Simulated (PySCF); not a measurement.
Ionisation of `CN1CC1` (C3H7N)

Parent: `CN1CC1` (C3H7N). Coordinates in Å; atoms count from 1 in this order:
```
C     1.3561    0.2629    0.0566
N     0.0609    0.3979   -0.5580
C    -1.0845    0.4545    0.3127
C    -0.8147   -0.7446   -0.5207
H     2.0639   -0.1774   -0.6627
H     1.3509   -0.3753    0.9674
H     1.7372    1.2562    0.3398
H    -0.9172    0.3522    1.3942
H    -1.8734    1.1638    0.0387
H    -0.4676   -1.6447    0.0057
H    -1.3991   -0.9430   -1.4261
```

These are calculated values, ωB97X-D3(BJ)/ma-def2-TZVP in PySCF (grid level 2) at geometries from PBE0-D3(BJ)/def2-SVP. The prefix ma- adds one diffuse s and one diffuse p function on all atoms but H. Zero-point and thermal terms (298.15 K, 1 bar) come from unscaled PBE0-D3(BJ)/def2-SVP harmonic frequencies, with soft modes damped to free rotors in the entropy.

Frontier levels of the parent: HOMO -9.24 eV, LUMO 1.22 eV.

Oxidation to the radical cation:
* Vertical ionisation energy (electronic): 9.13 eV
* Adiabatic ionisation energy (with zero-point energy): 8.54 eV
* Adiabatic, electronic part: 8.60 eV
* Vertical gap at the product's structure: 7.87 eV
* Inner reorganisation energy (four-point): 1264 meV
* Relaxation of product / of parent: 535 / 730 meV
* ⟨S²⟩ of the product: 0.755
* Largest spin populations: N2 0.83
* Largest changes of atomic charge: N2 0.41, H (on C1) 0.12, H (on C3) 0.08, H (on C4) 0.08
* Distances that move most (Å): N2–C3 1.440 → 1.416; N2–C4 1.440 → 1.416; C1–N2 1.440 → 1.416; C3–C4 1.485 → 1.508
* Potential in DMF: 6.05 V absolute, 1.51 V against Fc+/Fc computed at 4.54 V (solvation -13 → -248 kJ/mol)

Solvents are IEF-PCM continua (electrostatics only, gas-phase structures); absolute potentials refer to an electron at rest in vacuum. Fc+/Fc in DMF, 4.54 V, is ωB97X-D3(BJ)/ma-def2-TZVP on PBE0-D3(BJ)/def2-SVP structures with GFN2-xTB thermal terms. Benchmark calculations put it near 5.0 V in acetonitrile and DMSO, so it is about 0.5 V low, and the value against it can read up to that much too high.

Measured values (NIST Chemistry WebBook, evaluated or the median of agreeing entries): vertical ionisation energy 9.23 eV (computed 9.13, difference -0.10); adiabatic ionisation energy 8.70 eV (computed 8.54, difference -0.16).
